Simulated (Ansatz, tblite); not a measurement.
Isomers of P₄ (singlet), found by a short tight-binding search and relaxed with B3LYP-D4/def2-TZVP in Ansatz.

The xTB rows come from tblite. Correlated methods freeze 20 core orbitals.

Run but left out: HF/def2-TZVPP (B: restricted singlet, unstable towards broken spin symmetry).

B: The restricted singlet is unstable towards broken spin symmetry in Hartree–Fock (as tested in another run); at LDA (SPW92)/def2-TZVP, PBE-D4/def2-TZVP, r2SCAN-D4/def2-TZVP, PBE0-D4/def2-TZVP and others this wasn't settled. At CCSD(T)/def2-TZVPP T1 of the charge 0 singlet is large (up to 0.022), so the single-reference result is doubtful. At CCSD(T)/def2-TZVPP the restricted singlet (for correlated methods, its reference) is unstable: a solution with broken spin symmetry lies lower.

Other spin states were run for one of them alone.

A:

Cartesian coordinates in Å:
```
P 0.3851 0.1440 -1.2850
P -0.0475 -1.3120 0.3109
P -1.2222 0.5464 0.1672
P 0.8847 0.6217 0.8070
```

B:

```tsv
atom	x (Å)	y (Å)	z (Å)
P1	-1.191	0.976	0.872
P2	2.063	0.098	-1.209
P3	0.398	0.019	-0.232
P4	-1.271	-1.092	0.569
```

Problem. Estimate their order by electronic energy at PBE0-D4/def2-TZVP, counted from the lowest.

Solution. A (0.0) < B (79.1), in kcal/mol.

Problem. Do the other levels pick the same lowest one?

Solution. All that were run do. Energies above each level's lowest (kcal/mol):

```json
{"level": "GFN1-xTB", "A": "0.0", "B": "61.4"}
{"level": "GFN2-xTB", "A": "0.0", "B": "61.2"}
{"level": "LDA (SPW92)/def2-TZVP", "A": "0.0", "B": "77.0"}
{"level": "PBE-D4/def2-TZVP", "A": "0.0", "B": "74.1"}
{"level": "r2SCAN-D4/def2-TZVP", "A": "0.0", "B": "76.3"}
{"level": "PBE0-D4/def2-TZVP", "A": "0.0", "B": "79.1"}
{"level": "CAM-B3LYP-D4/def2-TZVP", "A": "0.0", "B": "73.5"}
{"level": "MP2/def2-TZVPP", "A": "0.0", "B": "81.2"}
{"level": "CCSD/def2-TZVPP", "A": "0.0", "B": "74.8"}
{"level": "CCSD(T)/def2-TZVPP", "A": "0.0", "B": "73.5"}
```
Point groups (tolerance 0.1 Å): A Td, B C2v. Lower isomers may exist.
